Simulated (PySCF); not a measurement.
## Telling isomers of C3H4F2 apart by NMR

PySCF calculation with structure optimised with PBE0-D3(BJ)/def2-SVP, GIAO PBE0/pcSseg-1 shieldings and B3LYP/pcJ-1 coupling constants; non-relativistic Hamiltonian, rapidly exchanging positions averaged, no solvent, one conformer.

δ = σ(ref) − σ, references computed at the same level: TMS for 1H (σref 31.27) and 13C (σref 184.41). Multiplet labels drop J under 1 Hz and among equivalent protons, and merge close values. Unscaled 3J(H,H) run several per cent high. Vicinal couplings that depend on rotamer populations or ring flexing (ring, CH–CH, X–H and H–F types) are those of the one conformer. One-bond C–F couplings are unscaled and too large by tens of Hz. Shifts are as computed. Against solution values, carbons near 30 ppm lie about +2 ppm off and those near 130 ppm about +5 ppm (rms about the fit 1.9 ppm; single classes can miss by 10 ppm). Of 1328 compounds with measured shifts, 309 miss one by over three times the rms of a fit or turn the order of signals round; such compounds aren't used in these exercises. Signals without a measured value on file couldn't be tested in this way; 1H shifts scatter by 0.2 ppm about their fit, and single ones miss by 0.5 ppm.

(1) Tabulate the signals of `FC1(F)CC1`, `C=CC(F)F` and their relative energies.

(2) What is the quickest way to tell FC1(F)CC1 from C=CC(F)F?

Answers

(1) 
| SMILES | carbon types | δC | δH | E rel. (kcal/mol) |
| --- | --- | --- | --- | --- |
| FC1(F)CC1 | 1×C 2×CH2 | 113.0, 12.2 | 1.16 (m, 4H) | 5.4 |
| C=CC(F)F | 2×CH 1×CH2 | 140.5, 128.1, 115.4 | 6.12 (tq, 1H), 6.09 (m, 1H), 6.03 (m, 1H), 5.78 (m, 1H) | 0.0 |

Energies are electronic energies at PBE0/pcSseg-1 on these geometries, without zero-point or thermal terms, each for the one conformer computed, which needn't be the lowest.

(2) Count the carbon signals: 2 against 3. The first has a three-membered-ring carbon (C) at 113.0 ppm, the second an alkene CH at 140.5 ppm. In the proton spectra the most deshielded non-exchanging signals are 1.16 (m, 4H) and 6.12 (tq, J = 63.6, 1.9 Hz, 1H).
